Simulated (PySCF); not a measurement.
# The bond of AlSi+, level by level, part 1 of 2

One job finds the state of AlSi+, follows it along the bond with each method and fits the curves.

Program: PySCF 2.14.0. Level of theory: Al pcseg-1, Si pcseg-1, no relativity. These are calculated values, not measurements.

## Step 1: The job

A driver script around PySCF takes these settings:

* atoms: Al, Si
* charge: 1
* basis: Al pcseg-1, Si pcseg-1
* Hamiltonian: no relativity
* basis functions: 36
* electrons treated: 26
* masses in u: 26.9815, 27.9769
* levels: PBE0, PBE, r²SCAN, TPSSh, revPBE, M06-L, HF, MP2, SCS-MP2, CCSD, CCSD(T)
* grid: 80 radial by 434 angular points
* occupations: held fixed by the projection of orbital angular momentum
* dissociation limit: Al+ + Si, each in its ground configuration
* starting distance in angstrom: 2.410
* values of 2S to try: 0, 2

Launch:

```
$ OMP_NUM_THREADS=1 python dia.py task.json out
```

The job searches for the state first and then visits each distance with every level. Its results follow level by level.

## Step 2: State search with unrestricted PBE0

Unrestricted PBE0 solutions at 2.410 Å, counted from the lowest. The search isn't exhaustive.

| 2Ms+1 | unpaired | term | E (eV) | ⟨S²⟩ | ⟨Lz²⟩ | μ (D) |
| --- | --- | --- | --- | --- | --- | --- |
| 3 | π ↑↑ | ³Σ⁻ | 0.00 | 2.03 | 0.00 | -2.77 |
| 3 | σ ↑, π ↑ | ³Π | 0.01 | 2.01 | 1.00 | -1.26 |
| 1 | σ ↓, π ↑ | not assigned | 0.15 | 1.02 | 1.00 | -1.36 |
| 1 | π ↑↓ | not assigned | 0.26 | 1.01 | 2.01 | -2.71 |
| 1 | none | not assigned | 0.99 | 0.00 | 2.00 | -2.46 |
| 1 | none | ¹Σ⁺ | 1.44 | 0.00 | 0.00 | 1.80 |
| 3 | π ↑↑ | not assigned | 2.69 | 2.06 | 2.01 | -0.66 |
| 1 | σ ↓↓, π ↑↑ | not assigned | 2.78 | 2.01 | 0.00 | -2.74 |
| 1 | σ ↓, π ↑ | not assigned | 3.97 | 1.31 | 1.01 | -2.83 |

9 of 11 solutions are listed, lowest first.

A term symbol stands only where ⟨S²⟩ and ⟨Lz²⟩ are near those of a pure state. A positive dipole points from Al to Si; in an ion it is taken about the centre of mass and does not tell which atom is negative.

The most promising solutions are followed along the bond (rough minima from three points):

| 2Ms+1 | unpaired | R at minimum (Å) | energy at minimum (eV) |
| --- | --- | --- | --- |
| 3 | σ ↑, π ↑ | 2.79 | 0.00 |
| 1 | σ ↓, π ↑ | 2.75 | 0.18 |
| 3 | π ↑↑ | 2.43 | 0.26 |
| 1 | π ↑↓ | 2.44 | 0.52 |
| 1 | none | 2.44 | 1.25 |

The search made 11 SCF attempts at the starting distance; with the short scans it took 10 s of wall time (1 thread, shared host).

## Step 3: First curve: PBE0

State followed: ³Π (triplet), unpaired electrons σ ↑, π ↑. The scan is laid around 2.795 Å.

The SCF at the reference distance, 2.795 Å, printed:

```text
******** <class 'pyscf.dft.uks_symm.SymAdaptedUKS'> ********
method = SymAdaptedUKS
initial guess = minao
damping factor = 0
level_shift factor = 0
DIIS = <class 'pyscf.scf.diis.CDIIS'>
diis_start_cycle = 1
diis_space = 10
diis_damp = 0
SCF conv_tol = 1e-09
SCF conv_tol_grad = None
SCF max_cycles = 60
direct_scf = False
max_memory 909 MB (current use 262 MB)
number electrons alpha = 14  beta = 12
XC library pyscf.dft.libxc version 7.0.0
    S. Lehtola, C. Steigemann, M. J.T. Oliveira, and M. A.L. Marques.,  SoftwareX 7, 1–5 (2018)
XC functionals = PBE0
    C. Adamo and V. Barone.,  J. Chem. Phys. 110, 6158 (1999)
    M. Ernzerhof and G. E. Scuseria.,  J. Chem. Phys. 110, 5029 (1999)
small_rho_cutoff = 0
Overwritten attributes  get_j get_occ get_hcore get_jk get_k  of <class 'pyscf.dft.uks_symm.SymAdaptedUKS'>
Set gradient conv threshold to 3.16228e-05
init E= -531.279339363547
cycle= 1 E= -531.277869261181  delta_E= 0.00147  |g|= 0.001  |ddm|= 0.0101
cycle= 2 E= -531.277870789839  delta_E= -1.53e-06  |g|= 0.000614  |ddm|= 0.0046
cycle= 3 E= -531.277871341272  delta_E= -5.51e-07  |g|= 0.000145  |ddm|= 0.00211
cycle= 4 E= -531.277871415512  delta_E= -7.42e-08  |g|= 8.88e-05  |ddm|= 0.000811
cycle= 5 E= -531.277871449513  delta_E= -3.4e-08  |g|= 1.76e-05  |ddm|= 0.000713
cycle= 6 E= -531.277871451109  delta_E= -1.6e-09  |g|= 4.33e-06  |ddm|= 0.000165
cycle= 7 E= -531.277871451161  delta_E= -5.18e-11  |g|= 7.1e-07  |ddm|= 3.01e-05
Extra cycle  E= -531.277871451163  delta_E= -1.36e-12  |g|= 2.87e-07  |ddm|= 3.91e-06
converged SCF energy = -531.277871451163  <S^2> = 2.0123717  2S+1 = 3.0082365
```

Points of the scan, energies from the lowest:

| R (Å) | E (eV) | μ (D) | Mulliken charge of Al (e) | Mayer bond order | ⟨S²⟩ | HOMO (eV) | LUMO (eV) |
| --- | --- | --- | --- | --- | --- | --- | --- |
| 2.4037 | 0.2810 | -1.26 | 0.61 | 0.95 | 2.01 | -11.60 | -9.80 |
| 2.5155 | 0.1170 | -1.36 | 0.63 | 0.87 | 2.01 | -11.56 | -9.58 |
| 2.6273 | 0.0330 | -1.49 | 0.64 | 0.78 | 2.01 | -11.48 | -9.39 |
| 2.7111 | 0.0058 | -1.61 | 0.66 | 0.73 | 2.01 | -11.35 | -9.25 |
| 2.7950 | 0.0000 | -1.75 | 0.67 | 0.67 | 2.01 | -11.23 | -9.13 |
| 2.8788 | 0.0095 | -1.91 | 0.68 | 0.63 | 2.01 | -11.12 | -9.01 |
| 2.9907 | 0.0382 | -2.16 | 0.70 | 0.57 | 2.01 | -10.98 | -8.86 |
| 3.1304 | 0.0895 | -2.49 | 0.71 | 0.52 | 2.01 | -10.82 | -8.68 |
| 3.2981 | 0.1616 | -2.92 | 0.72 | 0.47 | 2.01 | -10.64 | -8.48 |
| 3.5217 | 0.2614 | -3.53 | 0.74 | 0.43 | 2.01 | -10.41 | -8.24 |

Constants from the curve: Re = 2.780 Å, ωe = 212.9 cm⁻¹, ωexe = 2.10 cm⁻¹, αe = 0.00198 cm⁻¹, Be = 0.1588 cm⁻¹, De = 1.01 eV, μ = -1.73 D.

Orbitals nearest the gap at 2.795 Å:

| spin | orbital | ε (eV) | filled | made of |
| --- | --- | --- | --- | --- |
| α | σ | -18.93 | yes | Si s 88 % |
| β | σ | -17.34 | yes | Si s 78 %, Al s 15 % |
| α | σ | -14.82 | yes | Al s 75 %, Si p 13 %, Si s 12 % |
| β | σ | -13.81 | yes | Al s 76 %, Si s 20 % |
| α | σ | -11.42 | yes | Si p 53 %, Al p 31 %, Al s 14 % |
| α | π | -11.23 | yes | Si p 91 %, Al p 8 % |
| α | π | -9.13 | no | Si p 82 %, Al p 18 % |
| β | π | -8.64 | no | Si p 75 %, Al p 24 % |
| β | σ | -8.40 | no | Si p 52 %, Al p 36 %, Al s 10 % |
| α | π | -7.19 | no | Al p 92 %, Si p 8 % |

Polarisability there: 103.9 bohr³ along the bond, 42.8 across it. Without diffuse functions these come out too small, above all across the bond.

## Step 4: Orbitals, density and potential

Orbitals, density, ELF and potential are computed afterwards from the orbital file.

Frontier orbitals at PBE0 (alpha spin), with the share of their density that lies nearest to each atom:

| orbital | energy (eV) | lies on |
| --- | --- | --- |
| HOMO-1 | -11.42 | Si2 54 %; Al1 46 % |
| HOMO | -11.23 | Si2 90 %; Al1 10 % |
| LUMO | -9.13 | Si2 82 %; Al1 18 % |

ELF in a plane through or near 2 of the atoms.

Ten even steps from '0' (0.00) to '9' (1.00):
```
0000000000000001244443100000
0000123332100012577776421000
0002577765321124788988752000
0026899987643236899999875200
0158999998754346899999886300
0389999988776557999999987410
1699999743467678998899997520
2899997211137788732269998630
4999993167416888326417998631
4999982378715888268825998741
4999982378715888268825998741
4999993167416888326417998631
2899997211137788732369998630
1699999743467678998999997520
0389999988776557999999987410
0158999998754346899999886300
0026899987643236899999875200
0002567765321124788988752000
0000123322100012577776421000
0000000000000001244543100000
```
The map spans 8.0 Å across and 5.2 Å up, centred on the molecule. Atoms in the plane (x, y in Å): Al1 (-1.4, 0.0), Si2 (1.4, 0.0).

On the surface of density 0.002 e/bohr³ the electrostatic potential runs, from the 1st to the 99th percentile, from 4.41 to 7.57 V.

The spin density lies nearest to Si2 74 %; Al1 26 %.

## Step 5: Other states along the same grid

State 2: Ms = 0 determinant of mixed spin (⟨S²⟩ = 1.02), unpaired electrons σ ↓, π ↑, an excited solution.

The SCF at the reference distance, 2.795 Å, printed:

```text
[... 13 set-up lines left out, the same as in an earlier log ...]
max_memory 909 MB (current use 304 MB)
number electrons alpha = 13  beta = 13
[... 7 set-up lines left out, the same as in an earlier log ...]
init E= -531.272845547563
cycle= 1 E= -531.271247149826  delta_E= 0.0016  |g|= 0.00105  |ddm|= 0.0102
cycle= 2 E= -531.271248846938  delta_E= -1.7e-06  |g|= 0.000568  |ddm|= 0.00424
cycle= 3 E= -531.271249279063  delta_E= -4.32e-07  |g|= 0.000127  |ddm|= 0.00178
cycle= 4 E= -531.271249333691  delta_E= -5.46e-08  |g|= 7.95e-05  |ddm|= 0.000762
cycle= 5 E= -531.271249353633  delta_E= -1.99e-08  |g|= 1.58e-05  |ddm|= 0.000515
cycle= 6 E= -531.27124935468  delta_E= -1.05e-09  |g|= 2.85e-06  |ddm|= 0.000129
cycle= 7 E= -531.271249354705  delta_E= -2.55e-11  |g|= 5.34e-07  |ddm|= 2.1e-05
Extra cycle  E= -531.271249354705  delta_E= -1.14e-13  |g|= 2.17e-07  |ddm|= 2.97e-06
converged SCF energy = -531.271249354705  <S^2> = 1.0228671  2S+1 = 2.2564282
```

Re = 2.734 Å, ωe = 233.2 cm⁻¹; the determinant mixes terms (⟨S²⟩ = 1.02, ⟨Lz²⟩ = 1.00), so these belong to no real state. Its minimum lies 0.18 eV above that of the lowest state.

State 3: ³Σ⁻ (triplet), unpaired electrons π ↑↑, an excited solution.

Output of the SCF at 2.795 Å:

```text
[... 13 set-up lines left out, the same as in an earlier log ...]
max_memory 909 MB (current use 273 MB)
[... 8 set-up lines left out, the same as in an earlier log ...]
init E= -531.262941263144
cycle= 1 E= -531.260358957335  delta_E= 0.00258  |g|= 0.000768  |ddm|= 0.00993
cycle= 2 E= -531.260359338415  delta_E= -3.81e-07  |g|= 0.000672  |ddm|= 0.00388
cycle= 3 E= -531.260359977193  delta_E= -6.39e-07  |g|= 0.00028  |ddm|= 0.00247
cycle= 4 E= -531.26036010701  delta_E= -1.3e-07  |g|= 6.95e-05  |ddm|= 0.000854
cycle= 5 E= -531.260360126225  delta_E= -1.92e-08  |g|= 2.21e-05  |ddm|= 0.000406
cycle= 6 E= -531.260360129008  delta_E= -2.78e-09  |g|= 6.75e-06  |ddm|= 0.000187
cycle= 7 E= -531.26036012934  delta_E= -3.33e-10  |g|= 3.62e-06  |ddm|= 5.68e-05
Extra cycle  E= -531.260360129411  delta_E= -7.09e-11  |g|= 3.16e-06  |ddm|= 2.42e-05
converged SCF energy = -531.260360129411  <S^2> = 2.0179286  2S+1 = 3.0119287
```

No constants are quoted: the lowest point is the short end of the scan.

State 4: Ms = 0 determinant of mixed spin (⟨S²⟩ = 1.01), unpaired electrons π ↑↓, an excited solution.

Output of the SCF at 2.795 Å:

```text
[... 22 set-up lines left out, the same as in an earlier log ...]
init E= -531.253413527485
cycle= 1 E= -531.250818972775  delta_E= 0.00259  |g|= 0.000728  |ddm|= 0.00978
cycle= 2 E= -531.250819482544  delta_E= -5.1e-07  |g|= 0.000562  |ddm|= 0.00341
cycle= 3 E= -531.250819868138  delta_E= -3.86e-07  |g|= 0.00028  |ddm|= 0.00205
cycle= 4 E= -531.250819988766  delta_E= -1.21e-07  |g|= 6.22e-05  |ddm|= 0.000846
cycle= 5 E= -531.250820001066  delta_E= -1.23e-08  |g|= 1.69e-05  |ddm|= 0.000338
cycle= 6 E= -531.250820001666  delta_E= -6e-10  |g|= 2.7e-06  |ddm|= 8.77e-05
Extra cycle  E= -531.250820001647  delta_E= 1.91e-11  |g|= 4.19e-06  |ddm|= 1.88e-05
converged SCF energy = -531.250820001647  <S^2> = 1.0058886  2S+1 = 2.2413287
```

No constants are quoted: the lowest point is the short end of the scan.

Energy (eV) from the lowest point of the lowest state:

| R (Å) | lowest | state 2 | state 3 | state 4 |
| --- | --- | --- | --- | --- |
| 2.404 | 0.281 | 0.421 | 0.263 | 0.522 |
| 2.515 | 0.117 | 0.266 | 0.284 | 0.542 |
| 2.627 | 0.033 | 0.194 | 0.348 | 0.606 |
| 2.711 | 0.006 | 0.176 | 0.410 | 0.669 |
| 2.795 | 0.000 | 0.180 | 0.477 | 0.736 |
| 2.879 | 0.009 | 0.199 | 0.543 | 0.804 |
| 2.991 | 0.038 | 0.239 | 0.628 | 0.889 |
| 3.130 | 0.089 | 0.302 | 0.721 | 0.984 |
| 3.298 | 0.162 | 0.385 | 0.811 | 1.075 |
| 3.522 | 0.261 | 0.493 | 0.896 | 1.163 |

## Step 6: PBE (GGA)

The SCF at the reference distance, 2.795 Å, printed:

```text
[... 17 set-up lines left out, the same as in an earlier log ...]
XC functionals = PBE
    J. P. Perdew, K. Burke, and M. Ernzerhof.,  Phys. Rev. Lett. 77, 3865 (1996)
    J. P. Perdew, K. Burke, and M. Ernzerhof.,  Phys. Rev. Lett. 78, 1396 (1997)
    J. P. Perdew, K. Burke, and M. Ernzerhof.,  Phys. Rev. Lett. 77, 3865 (1996)
    J. P. Perdew, K. Burke, and M. Ernzerhof.,  Phys. Rev. Lett. 78, 1396 (1997)
[... 2 set-up lines left out, the same as in an earlier log ...]
init E= -531.239896440986
cycle= 1 E= -531.240656745646  delta_E= -0.00076  |g|= 0.0103  |ddm|= 0.103
cycle= 2 E= -531.240286038798  delta_E= 0.000371  |g|= 0.0174  |ddm|= 0.0863
cycle= 3 E= -531.240808847676  delta_E= -0.000523  |g|= 0.00177  |ddm|= 0.0616
cycle= 4 E= -531.240814030713  delta_E= -5.18e-06  |g|= 0.000428  |ddm|= 0.00678
cycle= 5 E= -531.240814297333  delta_E= -2.67e-07  |g|= 9.92e-05  |ddm|= 0.00142
cycle= 6 E= -531.240814312019  delta_E= -1.47e-08  |g|= 1.09e-05  |ddm|= 0.000385
cycle= 7 E= -531.240814312193  delta_E= -1.74e-10  |g|= 3.08e-06  |ddm|= 5.33e-05
Extra cycle  E= -531.24081431216  delta_E= 3.26e-11  |g|= 5.21e-06  |ddm|= 2.62e-05
converged SCF energy = -531.24081431216  <S^2> = 2.0056148  2S+1 = 3.0037409
```

Re = 2.787 Å, ωe = 212.3 cm⁻¹, ωexe = 2.27 cm⁻¹, αe = 0.00204 cm⁻¹, Be = 0.1580 cm⁻¹, De = 1.13 eV, μ = -1.51 D.

## Step 7: r²SCAN (meta-GGA)

The SCF at the reference distance, 2.795 Å, printed:

```text
[... 17 set-up lines left out, the same as in an earlier log ...]
XC functionals = R2SCAN
    J. W. Furness, A. D. Kaplan, J. Ning, J. P. Perdew, and J. Sun.,  J. Phys. Chem. Lett. 11, 8208-8215 (2020)
    J. W. Furness, A. D. Kaplan, J. Ning, J. P. Perdew, and J. Sun.,  J. Phys. Chem. Lett. 11, 9248-9248 (2020)
    J. W. Furness, A. D. Kaplan, J. Ning, J. P. Perdew, and J. Sun.,  J. Phys. Chem. Lett. 11, 8208-8215 (2020)
    J. W. Furness, A. D. Kaplan, J. Ning, J. P. Perdew, and J. Sun.,  J. Phys. Chem. Lett. 11, 9248-9248 (2020)
[... 2 set-up lines left out, the same as in an earlier log ...]
init E= -531.448007827651
cycle= 1 E= -531.448496787006  delta_E= -0.000489  |g|= 0.00437  |ddm|= 0.0985
cycle= 2 E= -531.448490831384  delta_E= 5.96e-06  |g|= 0.00503  |ddm|= 0.0285
cycle= 3 E= -531.448532492103  delta_E= -4.17e-05  |g|= 0.00109  |ddm|= 0.0198
cycle= 4 E= -531.448535374536  delta_E= -2.88e-06  |g|= 0.000245  |ddm|= 0.00519
cycle= 5 E= -531.448535545788  delta_E= -1.71e-07  |g|= 7.56e-05  |ddm|= 0.00153
cycle= 6 E= -531.448535561249  delta_E= -1.55e-08  |g|= 2.87e-05  |ddm|= 0.000483
cycle= 7 E= -531.448535562919  delta_E= -1.67e-09  |g|= 2.41e-06  |ddm|= 0.000145
cycle= 8 E= -531.448535562937  delta_E= -1.82e-11  |g|= 4.74e-07  |ddm|= 1.91e-05
Extra cycle  E= -531.448535562937  delta_E= 2.27e-13  |g|= 5.15e-07  |ddm|= 3.36e-06
converged SCF energy = -531.448535562937  <S^2> = 2.0155621  2S+1 = 3.0103568
```

Re = 2.763 Å, ωe = 218.7 cm⁻¹, ωexe = 2.47 cm⁻¹, αe = 0.00212 cm⁻¹, Be = 0.1608 cm⁻¹, De = 1.08 eV, μ = -1.64 D.

(Continued in part 2 of 2.)
